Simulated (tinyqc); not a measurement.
Worked calculation (part 1 of 2): RHF in the sto-6g basis, for H2O, spin multiplicity 1. Computed by tinyqc, a small Python program that keeps every step (integrals from PySCF). Settings: charge = 0, multiplicity = 1, basis = sto-6g, energy threshold = 1e-10, iteration cap = 90, orthogonalisation = canonical, start = atomic densities, DIIS depth = 3, method = RHF. Command: `OMP_NUM_THREADS=1 python tinyqc.py 30742 30743 out.jsonl` (the two numbers bound the seeds that draw the settings). One thread of a shared host (Intel(R) Xeon(R) Processor @ 2.60GHz), about 0.1 s of CPU time with the checks. Later iterations appear only in the table of the cycle.

## One-electron integrals

Geometry (angstrom):
```
atom       x        y       z
O     0.0000   0.0000  0.0000
H     0.0000   0.9730  0.6190
H     0.0000  -0.9730  0.6190
```

Basis sto-6g: exponents (1/bohr^2) and contraction coefficients of normalised primitives:
```
element  l (shell)   exponent  coefficient
O            s (1)  1355.5842       0.0092
O            s (1)   248.5449       0.0494
O            s (1)    69.5339       0.1685
O            s (1)    23.8868       0.3706
O            s (1)     9.2759       0.4165
O            s (1)     3.8203       0.1303
O            s (2)    52.1878      -0.0133
O            s (2)    10.3293      -0.0470
O            s (2)     3.2103      -0.0338
O            s (2)     1.2351       0.2502
O            s (2)     0.5364       0.5951
O            s (2)     0.2459       0.2407
O            p (3)    52.1878       0.0038
O            p (3)    10.3293       0.0377
O            p (3)     3.2103       0.1739
O            p (3)     1.2351       0.4180
O            p (3)     0.5364       0.4259
O            p (3)     0.2459       0.1017
H            s (1)    35.5232       0.0092
H            s (1)     6.5131       0.0494
H            s (1)     1.8221       0.1685
H            s (1)     0.6260       0.3706
H            s (1)     0.2431       0.4165
H            s (1)     0.1001       0.1303
```

Overlap, kinetic and nuclear-attraction integrals over the contracted functions; the nuclear repulsion is the sum of Za Zb / Rab.

nuclear repulsion = 7.613912 hartree

overlap S:
```
         1O 1s   1O 2s  1O 2px   1O 2py  1O 2pz   2H 1s    3H 1s
1O 1s   1.0000  0.2311  0.0000   0.0000  0.0000  0.0353   0.0353
1O 2s   0.2311  1.0000  0.0000   0.0000  0.0000  0.3583   0.3583
1O 2px  0.0000  0.0000  1.0000   0.0000  0.0000  0.0000   0.0000
1O 2py  0.0000  0.0000  0.0000   1.0000  0.0000  0.2698  -0.2698
1O 2pz  0.0000  0.0000  0.0000   0.0000  1.0000  0.1716   0.1716
2H 1s   0.0353  0.3583  0.0000   0.2698  0.1716  1.0000   0.1307
3H 1s   0.0353  0.3583  0.0000  -0.2698  0.1716  0.1307   1.0000
```

kinetic energy T (hartree):
```
          1O 1s    1O 2s  1O 2px   1O 2py  1O 2pz    2H 1s    3H 1s
1O 1s   29.3272  -0.8960  0.0000   0.0000  0.0000  -0.0063  -0.0063
1O 2s   -0.8960   0.8426  0.0000   0.0000  0.0000   0.0529   0.0529
1O 2px   0.0000   0.0000  2.5313   0.0000  0.0000   0.0000   0.0000
1O 2py   0.0000   0.0000  0.0000   2.5313  0.0000   0.1318  -0.1318
1O 2pz   0.0000   0.0000  0.0000   0.0000  2.5313   0.0838   0.0838
2H 1s   -0.0063   0.0529  0.0000   0.1318  0.0838   0.7685  -0.0110
3H 1s   -0.0063   0.0529  0.0000  -0.1318  0.0838  -0.0110   0.7685
```

nuclear attraction V (hartree):
```
           1O 1s    1O 2s   1O 2px   1O 2py   1O 2pz    2H 1s    3H 1s
1O 1s   -62.1761  -6.3634   0.0000   0.0000  -0.0121  -1.1094  -1.1094
1O 2s    -6.3634  -9.9145   0.0000   0.0000  -0.1416  -2.6880  -2.6880
1O 2px    0.0000   0.0000  -9.8607   0.0000   0.0000   0.0000   0.0000
1O 2py    0.0000   0.0000   0.0000  -9.9747   0.0000  -1.7895   1.7895
1O 2pz   -0.0121  -0.1416   0.0000   0.0000  -9.9068  -1.1706  -1.1706
2H 1s    -1.1094  -2.6880   0.0000  -1.7895  -1.1706  -5.1212  -0.7577
3H 1s    -1.1094  -2.6880   0.0000   1.7895  -1.1706  -0.7577  -5.1212
```

core Hamiltonian H = T + V (hartree):
```
           1O 1s    1O 2s   1O 2px   1O 2py   1O 2pz    2H 1s    3H 1s
1O 1s   -32.8489  -7.2594   0.0000   0.0000  -0.0121  -1.1157  -1.1157
1O 2s    -7.2594  -9.0718   0.0000   0.0000  -0.1416  -2.6351  -2.6351
1O 2px    0.0000   0.0000  -7.3294   0.0000   0.0000   0.0000   0.0000
1O 2py    0.0000   0.0000   0.0000  -7.4434   0.0000  -1.6578   1.6578
1O 2pz   -0.0121  -0.1416   0.0000   0.0000  -7.3755  -1.0868  -1.0868
2H 1s    -1.1157  -2.6351   0.0000  -1.6578  -1.0868  -4.3527  -0.7688
3H 1s    -1.1157  -2.6351   0.0000   1.6578  -1.0868  -0.7688  -4.3527
```

## Two-electron integrals

Functions are numbered as in S; the eight-fold symmetry (ij|kl) = (ji|kl) = (kl|ij) leaves the list below.

Two-electron integrals (ij|kl) in chemists' order, unique and non-zero (hartree):
```
(11|11) 4.7875      (21|11) 0.6759      (21|21) 0.1215      (22|11) 1.1174
(22|21) 0.2492      (22|22) 0.8174      (31|31) 0.0258      (32|31) 0.0391
(32|32) 0.1807      (33|11) 1.1174      (33|21) 0.2492      (33|22) 0.8174
(33|33) 0.8807      (41|41) 0.0258      (42|41) 0.0391      (42|42) 0.1807
(43|43) 0.0475      (44|11) 1.1174      (44|21) 0.2492      (44|22) 0.8174
(44|33) 0.7857      (44|44) 0.8807      (51|51) 0.0258      (52|51) 0.0391
(52|52) 0.1807      (53|53) 0.0475      (54|54) 0.0475      (55|11) 1.1174
(55|21) 0.2492      (55|22) 0.8174      (55|33) 0.7857      (55|44) 0.7857
(55|55) 0.8807      (61|11) 0.1098      (61|21) 0.0189      (61|22) 0.0380
(61|33) 0.0379      (61|41) 0.0008      (61|42) 0.0015      (61|44) 0.0381
(61|51) 4.99e-04    (61|52) 0.0010      (61|54) 1.10e-04    (61|55) 0.0380
(61|61) 0.0030      (62|11) 0.2849      (62|21) 0.0645      (62|22) 0.2366
(62|33) 0.2325      (62|41) 0.0044      (62|42) 0.0332      (62|44) 0.2411
(62|51) 0.0028      (62|52) 0.0211      (62|54) 0.0055      (62|55) 0.2360
(62|61) 0.0101      (62|62) 0.0878      (63|31) 0.0069      (63|32) 0.0398
(63|43) 0.0067      (63|53) 0.0043      (63|63) 0.0119      (64|11) 0.1809
(64|21) 0.0415      (64|22) 0.1623      (64|33) 0.1552      (64|41) 0.0093
(64|42) 0.0609      (64|44) 0.1743      (64|51) 0.0015      (64|52) 0.0134
(64|54) 0.0079      (64|55) 0.1574      (64|61) 0.0068      (64|62) 0.0732
(64|64) 0.0722      (65|11) 0.1151      (65|21) 0.0264      (65|22) 0.1032
(65|33) 0.0987      (65|41) 0.0015      (65|42) 0.0134      (65|44) 0.1023
(65|51) 0.0079      (65|52) 0.0483      (65|54) 0.0090      (65|55) 0.1087
(65|61) 0.0043      (65|62) 0.0466      (65|64) 0.0383      (65|65) 0.0363
(66|11) 0.4509      (66|21) 0.1040      (66|22) 0.4379      (66|33) 0.4212
(66|41) 0.0085      (66|42) 0.0902      (66|44) 0.4569      (66|51) 0.0054
(66|52) 0.0574      (66|54) 0.0227      (66|55) 0.4356      (66|61) 0.0164
(66|62) 0.2131      (66|64) 0.2024      (66|65) 0.1287      (66|66) 0.7750
(71|11) 0.1098      (71|21) 0.0189      (71|22) 0.0380      (71|33) 0.0379
(71|41) -0.0008     (71|42) -0.0015     (71|44) 0.0381      (71|51) 4.99e-04
(71|52) 0.0010      (71|54) -1.10e-04   (71|55) 0.0380      (71|61) 0.0030
(71|62) 0.0097      (71|64) 0.0060      (71|65) 0.0042      (71|66) 0.0156
(71|71) 0.0030      (72|11) 0.2849      (72|21) 0.0645      (72|22) 0.2366
(72|33) 0.2325      (72|41) -0.0044     (72|42) -0.0332     (72|44) 0.2411
(72|51) 0.0028      (72|52) 0.0211      (72|54) -0.0055     (72|55) 0.2360
(72|61) 0.0097      (72|62) 0.0677      (72|64) 0.0396      (72|65) 0.0348
(72|66) 0.1299      (72|71) 0.0101      (72|72) 0.0878      (73|31) 0.0069
(73|32) 0.0398      (73|43) -0.0067     (73|53) 0.0043      (73|63) 0.0088
(73|73) 0.0119      (74|11) -0.1809     (74|21) -0.0415     (74|22) -0.1623
(74|33) -0.1552     (74|41) 0.0093      (74|42) 0.0609      (74|44) -0.1743
(74|51) -0.0015     (74|52) -0.0134     (74|54) 0.0079      (74|55) -0.1574
(74|61) -0.0060     (74|62) -0.0396     (74|64) -0.0151     (74|65) -0.0200
(74|66) -0.0706     (74|71) -0.0068     (74|72) -0.0732     (74|74) 0.0722
(75|11) 0.1151      (75|21) 0.0264      (75|22) 0.1032      (75|33) 0.0987
(75|41) -0.0015     (75|42) -0.0134     (75|44) 0.1023      (75|51) 0.0079
(75|52) 0.0483      (75|54) -0.0090     (75|55) 0.1087      (75|61) 0.0042
(75|62) 0.0348      (75|64) 0.0200      (75|65) 0.0264      (75|66) 0.0724
(75|71) 0.0043      (75|72) 0.0466      (75|74) -0.0383     (75|75) 0.0363
(76|11) 0.0764      (76|21) 0.0175      (76|22) 0.0690      (76|33) 0.0676
(76|44) 0.0691      (76|51) 0.0012      (76|52) 0.0108      (76|55) 0.0704
(76|61) 0.0027      (76|62) 0.0248      (76|64) 0.0181      (76|65) 0.0148
(76|66) 0.0617      (76|71) 0.0027      (76|72) 0.0248      (76|74) -0.0181
(76|75) 0.0148      (76|76) 0.0088      (77|11) 0.4509      (77|21) 0.1040
(77|22) 0.4379      (77|33) 0.4212      (77|41) -0.0085     (77|42) -0.0902
(77|44) 0.4569      (77|51) 0.0054      (77|52) 0.0574      (77|54) -0.0227
(77|55) 0.4356      (77|61) 0.0156      (77|62) 0.1299      (77|64) 0.0706
(77|65) 0.0724      (77|66) 0.2708      (77|71) 0.0164      (77|72) 0.2131
(77|74) -0.2024     (77|75) 0.1287      (77|76) 0.0617      (77|77) 0.7750
```

## Orthogonalisation

S = U s U^T; canonical form X = U s^(-1/2), so that X^T S X = 1. Each column of U has its largest component positive (the first on a tie).

eigenvalues of S: 0.4689  0.5476  0.8979  1.0000  1.0855  1.3218  1.6784

X:
```
              1        2        3       4        5        6       7
1O 1s   -0.3565   0.0000   0.7269  0.0000  -0.6056   0.0000  0.2011
1O 2s    1.0134   0.0000  -0.2610  0.0000  -0.2737   0.0000  0.4733
1O 2px   0.0000   0.0000   0.0000  1.0000   0.0000   0.0000  0.0000
1O 2py   0.0000   0.8712   0.0000  0.0000   0.0000   0.6649  0.0000
1O 2pz   0.4112   0.0000   0.6629  0.0000   0.6531   0.0000  0.1939
2H 1s   -0.6362  -0.7305  -0.1973  0.0000   0.1627   0.3965  0.3832
3H 1s   -0.6362   0.7305  -0.1973  0.0000   0.1627  -0.3965  0.3832
```

## Starting guess

The start is atomic minimal-basis densities projected into this basis (PySCF's MINAO start) and scaled to the electron count of each spin; this density is not idempotent, so its energy is not variational and may lie below the converged one.

D at the start:
```
          1O 1s    1O 2s  1O 2px   1O 2py   1O 2pz    2H 1s    3H 1s
1O 1s    2.1384  -0.4829  0.0000   0.0000   0.0111  -0.0135  -0.0135
1O 2s   -0.4829   2.0965  0.0000   0.0000  -0.0623   0.0533   0.0533
1O 2px   0.0000   0.0000  1.3076   0.0000   0.0000   0.0000   0.0000
1O 2py   0.0000   0.0000  0.0000   1.1758   0.0000   0.1207  -0.1207
1O 2pz   0.0111  -0.0623  0.0000   0.0000   1.2593   0.0618   0.0618
2H 1s   -0.0135   0.0533  0.0000   0.1207   0.0618   0.9934   0.0443
3H 1s   -0.0135   0.0533  0.0000  -0.1207   0.0618   0.0443   0.9934
```

## Iteration 1: building the Fock matrix

J_ij = sum D_kl (ij|kl), K_ij = sum D_kl (ik|jl); F = H + J - 0.5 K; E = tr D H + tr D J / 2 - 0.25 tr D K + E_nn.

Coulomb J (hartree):
```
          1O 1s   1O 2s  1O 2px   1O 2py  1O 2pz   2H 1s    3H 1s
1O 1s   17.1827  3.0307  0.0000   0.0000  0.0098  0.4766   0.4766
1O 2s    3.0307  7.9501  0.0000   0.0000  0.1162  2.3212   2.3212
1O 2px   0.0000  0.0000  7.9170   0.0000  0.0000  0.0000   0.0000
1O 2py   0.0000  0.0000  0.0000   7.9875  0.0000  1.6040  -1.6040
1O 2pz   0.0098  0.1162  0.0000   0.0000  7.9457  1.0488   1.0488
2H 1s    0.4766  2.3212  0.0000   1.6040  1.0488  4.5823   0.6891
3H 1s    0.4766  2.3212  0.0000  -1.6040  1.0488  0.6891   4.5823
```

exchange K (hartree):
```
         1O 1s   1O 2s  1O 2px   1O 2py  1O 2pz   2H 1s    3H 1s
1O 1s   9.9408  1.5416  0.0000   0.0000  0.0095  0.2750   0.2750
1O 2s   1.5416  2.6576  0.0000   0.0000  0.0888  0.9648   0.9648
1O 2px  0.0000  0.0000  1.7001   0.0000  0.0000  0.0000   0.0000
1O 2py  0.0000  0.0000  0.0000   1.7940  0.0000  0.5395  -0.5395
1O 2pz  0.0095  0.0888  0.0000   0.0000  1.7386  0.3726   0.3726
2H 1s   0.2750  0.9648  0.0000   0.5395  0.3726  1.1923   0.3105
3H 1s   0.2750  0.9648  0.0000  -0.5395  0.3726  0.3105   1.1923
```

Fock matrix F (hartree):
```
           1O 1s    1O 2s   1O 2px   1O 2py   1O 2pz    2H 1s    3H 1s
1O 1s   -20.6365  -4.9996   0.0000   0.0000  -0.0071  -0.7766  -0.7766
1O 2s    -4.9996  -2.4506   0.0000   0.0000  -0.0698  -0.7962  -0.7962
1O 2px    0.0000   0.0000  -0.2624   0.0000   0.0000   0.0000   0.0000
1O 2py    0.0000   0.0000   0.0000  -0.3529   0.0000  -0.3235   0.3235
1O 2pz   -0.0071  -0.0698   0.0000   0.0000  -0.2991  -0.2243  -0.2243
2H 1s    -0.7766  -0.7962   0.0000  -0.3235  -0.2243  -0.3666  -0.2349
3H 1s    -0.7766  -0.7962   0.0000   0.3235  -0.2243  -0.2349  -0.3666
```

total energy of this density = -75.785560 hartree

This density is the starting one; it is not idempotent, so its energy is not variational and may lie below the converged one.

## Iteration 1: diagonalisation and new density

Diagonalise F' = X^T F X, C = X C', fill 5 alpha and 5 beta electrons from the bottom; D = 2 C_occ C_occ^T. Each column has its largest component positive (the first on a tie).

F' = X^T F X (hartree):
```
         1        2        3        4        5        6        7
1  -0.5370   0.0000   2.4639   0.0000  -2.0777   0.0000   0.6275
2   0.0000   0.4151   0.0000   0.0000   0.0000  -0.0374   0.0000
3   2.4639   0.0000  -8.9352   0.0000   8.6689   0.0000  -4.2992
4   0.0000   0.0000   0.0000  -0.2624   0.0000   0.0000   0.0000
5  -2.0777   0.0000   8.6689   0.0000  -9.1869   0.0000   4.6362
6   0.0000  -0.0374   0.0000   0.0000   0.0000  -0.5386   0.0000
7   0.6275   0.0000  -4.2992   0.0000   4.6362   0.0000  -3.4204
```

orbital energies (hartree): MO1 -20.6396, MO2 -1.3524, MO3 -0.5401, MO4 -0.3719, MO5 -0.2624, MO6 0.2843, MO7 0.4166

coefficients C:
```
            MO1      MO2      MO3      MO4     MO5      MO6      MO7
1O 1s    0.9968  -0.2323   0.0000   0.0645  0.0000   0.1043   0.0000
1O 2s    0.0141   0.9169   0.0000  -0.3495  0.0000  -0.6565   0.0000
1O 2px   0.0000   0.0000   0.0000   0.0000  1.0000   0.0000   0.0000
1O 2py   0.0000   0.0000   0.6985   0.0000  0.0000   0.0000   0.8445
1O 2pz   0.0011   0.0573   0.0000   0.8386  0.0000  -0.6051   0.0000
2H 1s   -0.0021   0.1251   0.3676   0.2648  0.0000   0.7289  -0.7455
3H 1s   -0.0021   0.1251  -0.3676   0.2648  0.0000   0.7289   0.7455
```

D after iteration 1:
```
          1O 1s    1O 2s  1O 2px   1O 2py   1O 2pz    2H 1s    3H 1s
1O 1s    2.1036  -0.4430  0.0000   0.0000   0.0837  -0.0282  -0.0282
1O 2s   -0.4430   1.9261  0.0000   0.0000  -0.4811   0.0442   0.0442
1O 2px   0.0000   0.0000  2.0000   0.0000   0.0000   0.0000   0.0000
1O 2py   0.0000   0.0000  0.0000   0.9758   0.0000   0.5136  -0.5136
1O 2pz   0.0837  -0.4811  0.0000   0.0000   1.4132   0.4585   0.4585
2H 1s   -0.0282   0.0442  0.0000   0.5136   0.4585   0.4418  -0.0988
3H 1s   -0.0282   0.0442  0.0000  -0.5136   0.4585  -0.0988   0.4418
```

## Iteration 2: building the Fock matrix

As before.

Coulomb J (hartree):
```
          1O 1s   1O 2s  1O 2px   1O 2py   1O 2pz   2H 1s    3H 1s
1O 1s   17.5322  3.1193  0.0000   0.0000  -0.0107  0.4893   0.4893
1O 2s    3.1193  8.2251  0.0000   0.0000   0.0011  2.3614   2.3614
1O 2px   0.0000  0.0000  8.2379   0.0000   0.0000  0.0000   0.0000
1O 2py   0.0000  0.0000  0.0000   8.2193   0.0000  1.6158  -1.6158
1O 2pz  -0.0107  0.0011  0.0000   0.0000   8.2181  1.0333   1.0333
2H 1s    0.4893  2.3614  0.0000   1.6158   1.0333  4.4925   0.6914
3H 1s    0.4893  2.3614  0.0000  -1.6158   1.0333  0.6914   4.4925
```

exchange K (hartree):
```
          1O 1s    1O 2s  1O 2px   1O 2py   1O 2pz   2H 1s    3H 1s
1O 1s    9.8145   1.5332  0.0000   0.0000  -0.0003  0.2599   0.2599
1O 2s    1.5332   2.6078  0.0000   0.0000  -0.1323  0.8470   0.8470
1O 2px   0.0000   0.0000  2.2790   0.0000   0.0000  0.0000   0.0000
1O 2py   0.0000   0.0000  0.0000   1.8378   0.0000  0.6050  -0.6050
1O 2pz  -0.0003  -0.1323  0.0000   0.0000   2.0058  0.4199   0.4199
2H 1s    0.2599   0.8470  0.0000   0.6050   0.4199  0.9429   0.2008
3H 1s    0.2599   0.8470  0.0000  -0.6050   0.4199  0.2008   0.9429
```

Fock matrix F (hartree):
```
           1O 1s    1O 2s   1O 2px   1O 2py   1O 2pz    2H 1s    3H 1s
1O 1s   -20.2240  -4.9067   0.0000   0.0000  -0.0227  -0.7564  -0.7564
1O 2s    -4.9067  -2.1507   0.0000   0.0000  -0.0743  -0.6972  -0.6972
1O 2px    0.0000   0.0000  -0.2310   0.0000   0.0000   0.0000   0.0000
1O 2py    0.0000   0.0000   0.0000  -0.1430   0.0000  -0.3444   0.3444
1O 2pz   -0.0227  -0.0743   0.0000   0.0000  -0.1603  -0.2635  -0.2635
2H 1s    -0.7564  -0.6972   0.0000  -0.3444  -0.2635  -0.3316  -0.1778
3H 1s    -0.7564  -0.6972   0.0000   0.3444  -0.2635  -0.1778  -0.3316
```

total energy of this density = -75.570086 hartree

## Iteration 2: DIIS over 2 matrices

error matrix X^T (FDS - SDF) X:
```
         1        2        3       4        5       6       7
1   0.0000   0.0000   0.0255  0.0000   0.1353  0.0000  0.1079
2   0.0000   0.0000   0.0000  0.0000   0.0000  0.2895  0.0000
3  -0.0255   0.0000   0.0000  0.0000   0.0596  0.0000  0.0559
4   0.0000   0.0000   0.0000  0.0000   0.0000  0.0000  0.0000
5  -0.1353   0.0000  -0.0596  0.0000   0.0000  0.0000  0.0446
6   0.0000  -0.2895   0.0000  0.0000   0.0000  0.0000  0.0000
7  -0.1079   0.0000  -0.0559  0.0000  -0.0446  0.0000  0.0000
```

B (overlaps of the stored error matrices):
```
               1              2
1  3.9207991e+00  1.6829580e-02
2  1.6829580e-02  2.4614031e-01
```

Minimise |sum c_i e_i|^2 with sum c_i = 1: solve [B -1; -1 0][c; lambda] = [0; -1] with B_ij = tr e_i^T e_j, and take F = sum c_i F_i.

DIIS coefficients: 0.0555  0.9445

extrapolated F (hartree):
```
           1O 1s    1O 2s   1O 2px   1O 2py   1O 2pz    2H 1s    3H 1s
1O 1s   -20.2469  -4.9118   0.0000   0.0000  -0.0218  -0.7575  -0.7575
1O 2s    -4.9118  -2.1673   0.0000   0.0000  -0.0740  -0.7027  -0.7027
1O 2px    0.0000   0.0000  -0.2327   0.0000   0.0000   0.0000   0.0000
1O 2py    0.0000   0.0000   0.0000  -0.1546   0.0000  -0.3432   0.3432
1O 2pz   -0.0218  -0.0740   0.0000   0.0000  -0.1680  -0.2613  -0.2613
2H 1s    -0.7575  -0.7027   0.0000  -0.3432  -0.2613  -0.3335  -0.1810
3H 1s    -0.7575  -0.7027   0.0000   0.3432  -0.2613  -0.1810  -0.3335
```

## Iteration 2: diagonalisation and new density

As before.

F' = X^T F X (hartree):
```
         1       2        3        4        5        6        7
1  -0.3518  0.0000   2.4309   0.0000  -1.9937   0.0000   0.7083
2   0.0000  0.5936   0.0000   0.0000   0.0000   0.0951   0.0000
3   2.4309  0.0000  -8.6640   0.0000   8.5784   0.0000  -4.2961
4   0.0000  0.0000   0.0000  -0.2327   0.0000   0.0000   0.0000
5  -1.9937  0.0000   8.5784   0.0000  -8.9599   0.0000   4.5145
6   0.0000  0.0951   0.0000   0.0000   0.0000  -0.4783   0.0000
7   0.7083  0.0000  -4.2961   0.0000   4.5145   0.0000  -3.2332
```

orbital energies (hartree): MO1 -20.2501, MO2 -1.0919, MO3 -0.4867, MO4 -0.3064, MO5 -0.2327, MO6 0.4396, MO7 0.6019

coefficients C:
```
            MO1      MO2      MO3      MO4     MO5      MO6      MO7
1O 1s    0.9967  -0.2249   0.0000   0.0899  0.0000  -0.1029   0.0000
1O 2s    0.0147   0.8737   0.0000  -0.4763  0.0000   0.6353   0.0000
1O 2px   0.0000   0.0000   0.0000   0.0000  1.0000   0.0000   0.0000
1O 2py   0.0000   0.0000   0.5860   0.0000  0.0000   0.0000   0.9262
1O 2pz   0.0020   0.0907   0.0000   0.7634  0.0000   0.6941   0.0000
2H 1s   -0.0027   0.1627   0.4590   0.3329  0.0000  -0.6926  -0.6929
3H 1s   -0.0027   0.1627  -0.4590   0.3329  0.0000  -0.6926   0.6929
```

D after iteration 2:
```
          1O 1s    1O 2s  1O 2px   1O 2py   1O 2pz    2H 1s    3H 1s
1O 1s    2.1041  -0.4492  0.0000   0.0000   0.1004  -0.0187  -0.0187
1O 2s   -0.4492   1.9809  0.0000   0.0000  -0.5686  -0.0328  -0.0328
1O 2px   0.0000   0.0000  2.0000   0.0000   0.0000   0.0000   0.0000
1O 2py   0.0000   0.0000  0.0000   0.6867   0.0000   0.5380  -0.5380
1O 2pz   0.1004  -0.5686  0.0000   0.0000   1.1819   0.5378   0.5378
2H 1s   -0.0187  -0.0328  0.0000   0.5380   0.5378   0.6961  -0.1467
3H 1s   -0.0187  -0.0328  0.0000  -0.5380   0.5378  -0.1467   0.6961
```
